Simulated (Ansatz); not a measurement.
# AlPH (doublet): wave-function methods side by side, def2-TZVPP

One table from this session's results is given with a row withheld; the runs are named, their logs left out.

The runs use Ansatz 0.2.0, Gaussian basis; def2-TZVPP, core rule «outside noble gas», up to 10 orbitals frozen.

To be run: UHF; ROHF; CCSD(T) on UHF.

## The system

The geometry is a PBE0/def2-TZVP stationary point (not a proven minimum) of the parent state, kept for this charge and spin.

3 atoms, charge 0, spin multiplicity 2.

Atoms are counted from 1 here; the program's logs count them from 0.

Bond lengths: Al1–P2 2.392 Å, P2–H3 1.430 Å. Angles: Al1–P2–H3 98.4°.

The first run:

File in.yaml:

```yaml
crystal:
  periodic: [false, false, false]
  atoms:
    - {symbol: Al, position_ang: [0.000000, 0.034843, 1.300562]}
    - {symbol: P, position_ang: [0.000000, -0.073644, -1.088657]}
    - {symbol: H, position_ang: [0.000000, 1.330368, -1.360548]}
basis:
  gaussian: {orbitals: def2-TZVPP}
magnetization: {spin_polarized: true, initial_magnetization: 1}
hamiltonian: {xc: hf}
output: {orbitals: {seedname: orbitals}}
```

Launch:

```
ansatz run in.yaml --threads 1 --pin off --events-out ev --progress --plain --max-ram 2816MiB --backend cpu
```

Steps of the session up to this table: UHF; ROHF; CCSD(T) on UHF.

One of the session's tables, all rows but one given; the rest of the session is left out.

```
  method  from UCCSD(T) (meV)
    ROHF              +6224.9
     UHF                    ?
    UMP2              +1279.6
   UCCSD               +257.1
UCCSD(T)                    0
```

**Question.** Estimate the row for UHF.

**Answer.** from UCCSD(T) (meV): +6080.8. In the column «from UCCSD(T) (meV)» it lies between UMP2 (+1279.6) and ROHF (+6224.9).

Caveats from the session: Warnings: spin contamination; coupled cluster took another determinant than the lowest.
